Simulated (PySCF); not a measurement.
Process, species as SMILES: C (CH4) → [CH3-] + H+
B3LYP-D3(BJ)/def2-TZVP geometries, fixed; electronic energies without zero-point terms.
Largest species:
```
C
H 1 1.0892
H 1 1.0892 2 109.47
H 1 1.0892 2 109.47 3 120.00
H 1 1.0892 2 109.47 3 -120.00
```
Charge 0, spin multiplicity 1.

Effect of the SCF energy threshold at r2SCAN/def2-SVP with PySCF, against the last row, where the deprotonation energy is 445.42 kcal/mol.

```
setting          SCF cycles, largest species  largest shift of a total energy (mEh)  shift of the deprotonation energy (kcal/mol)
---------------  ---------------------------  -------------------------------------  --------------------------------------------
conv_tol: 1e-4                             4                                  0.001                                         0.001
conv_tol: 1e-5                             4                                  0.001                                         0.001
conv_tol: 1e-6                             5                                  0.000                                         0.000
conv_tol: 1e-7                             6                                  0.000                                         0.000
conv_tol: 1e-11                            7                                  0.000                                         0.000
```

Within 0.02 kcal/mol in the deprotonation energy: conv_tol: 1e-4; conv_tol: 1e-5; conv_tol: 1e-6; conv_tol: 1e-7. The largest shift is 0.001 mEh in a total energy and 0.001 kcal/mol in the difference.
